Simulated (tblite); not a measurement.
Compound: C5H7S (doublet state).
Geometry (GFN2-xTB, Å), atoms numbered from 1 in this order:
```
atom  x, y, z in Å
C1     2.1238   -0.6283   -2.0024
C2     1.8141   -0.8354   -0.8642
C3     1.3950   -1.0275    0.4966
S4     0.4210    0.4189    1.1207
C5    -0.9272    0.3523    0.0647
C6    -2.1451    1.1320    0.3816
H7     2.4175   -0.4734   -2.9972
H8     0.7610   -1.9104    0.5925
H9     2.2544   -1.1036    1.1636
H10   -0.7152    0.0724   -0.9546
H11   -3.0292    0.6117    0.0089
H12   -2.2402    1.2680    1.4572
H13   -2.1341    2.1238   -0.0858
```

Level: GFN2-xTB in tblite, geometry and Hessian alike; calculated harmonic values, unscaled, isolated species. Against measured fundamentals such values can be off by several per cent, at times by over 20. One conformer, not necessarily the lowest. Open shells enter through the occupations alone, without spin polarisation, and single modes of such species can be off by tens of per cent.

Harmonic wavenumbers (cm⁻¹): 56.8, 79.2, 124.0, 147.3, 197.8, 289.4, 326.8, 430.9, 532.5, 620.2, 638.2, 699.2, 772.8, 864.8, 1003.4, 1006.9, 1031.5, 1104.6, 1140.3, 1186.6, 1254.1, 1396.4, 1399.5, 1464.3, 1481.0, 2282.5, 2895.3, 2960.1, 2981.0, 2983.5, 3027.9, 3071.2, 3400.0.

A = 5464, B = 1685, C = 1382 MHz; mass 99.027 u (most abundant isotopes); point group C1, symmetry number 1; spin multiplicity 2.

**Question.** What is the zero-point energy?

**Answer.** Half the sum of the wavenumbers: 21425 cm⁻¹ = 256.30 kJ/mol.

**Question.** What is S at 298.15 K and 1 bar for an ideal gas of classical rigid rotors and harmonic oscillators?

**Answer.** Translation 166.17, rotation 115.59, vibration 94.50, spin (R ln 2) 5.76: S = 382.0 J/(mol K).

**Question.** And Cp and H(298.15 K) − H(0)?

**Answer.** Cp = 124.93 J/(mol K), of which vibrations give 91.67 (their classical limit is 33 R = 274.4); H(298.15 K) − H(0) = 24.51 kJ/mol without the zero-point energy, 14.60 from vibrations.

**Question.** Blend soft modes into free rotors: weight 1/[1 + (100 cm⁻¹/ν̃)⁴] for the oscillator and the rest for a rotor with moment μB/(μ + B), μ = h/(8π²ν), B = 10⁻⁴⁴ kg m². What vibrational entropy results?

**Answer.** 87.06 J/(mol K) in place of 94.50, which changes −T·S at 298.15 K by +2.22 kJ/mol.

**Question.** Which modes carry the vibrational entropy at 298.15 K?

**Answer.** 56.8 cm⁻¹: 19.10; 79.2 cm⁻¹: 16.36; 124.0 cm⁻¹: 12.71; 147.3 cm⁻¹: 11.33; 197.8 cm⁻¹: 9.01; 289.4 cm⁻¹: 6.18 J/(mol K); the other 27 give 19.81 together.

Hindered rotation and anharmonicity are outside this model. Other conformers, if any are populated, would add a mixing term that is left out. The structure is chiral; the term R ln 2 for an equal mix with its mirror image is left out.

The run took 0.31 s wall on Arm Neoverse V1, one thread, shared host with 64 logical CPUs at a one-minute load of 39. This covers the Hessian and the dipole derivatives.
